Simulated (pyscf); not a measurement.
H₂N–Ga [singlet] + water (H₂O) → HO–Ga [singlet] + ammonia (NH₃), a four-centre exchange (singlet surface; Ga–N, H–O broken, Ga–O, H–N formed). Optimised with ωB97X-D3(BJ)/def2-SVP in PySCF. MP2 and CC: frozen core, UHF for open shells. ΔMP2 is the change of the MP2 total energy from the triple- to the quadruple-zeta basis. Energies in kJ/mol from the separated reactants.

Small-basis levels: PySCF, no dispersion term, spherical d functions. 

**Question.** Quick HF/6-31G*+LANL2DZ single points give ΔE‡ = 19.9 kJ/mol and ΔE = -67.0 kJ/mol. What does CCSD(T)/def2-TZVPP + ΔMP2(QZVPP) give, and how far is the quick result from it?

**Answer.** CCSD(T)/def2-TZVPP + ΔMP2(QZVPP) gives ΔE‡ = -5.9 kJ/mol and ΔE = -50.4 kJ/mol. HF/6-31G*+LANL2DZ lies 25.8 kJ/mol over it in the barrier and 16.5 kJ/mol under it in the reaction energy, so on this step it does not hold to within 12.6 kJ/mol. CCSD(T)/def2-TZVPP + ΔMP2(QZVPP) has limits of its own. On the reactant side the descent ends in a bound adduct, 35.1 kJ/mol under the separated species and 17.7 kJ/mol under the saddle at ωB97X-D3(BJ)/def2-TZVP. On the product side the descent ends in an adduct with a Ga–N contact, 52.1 kJ/mol under the separated species and 89.0 kJ/mol under the saddle at ωB97X-D3(BJ)/def2-TZVP. At CCSD(T) the saddle lies under the separated reactants, which points to a path from their complex (located at ωB97X-D3(BJ) alone). What is counted as broken (Ga–N) persists as a longer contact in the product adduct; parting that adduct is a step of its own. At ωB97X-D3(BJ)/def2-TZVP the barrier from the zero used here is -17.3 kJ/mol. One saddle was located; it need not be the lowest between these sides. The CCSD(T) − MP2 part came from Ansatz, without density fitting, on the same reference. The frozen core leaves the outer d or s,p core shells of the metals and heavy elements correlated in the MP2 and CC values, and def2-TZVPP describes them poorly, which can shift differences by a few kcal/mol. In the def2 sets elements up to Kr have no core potential.
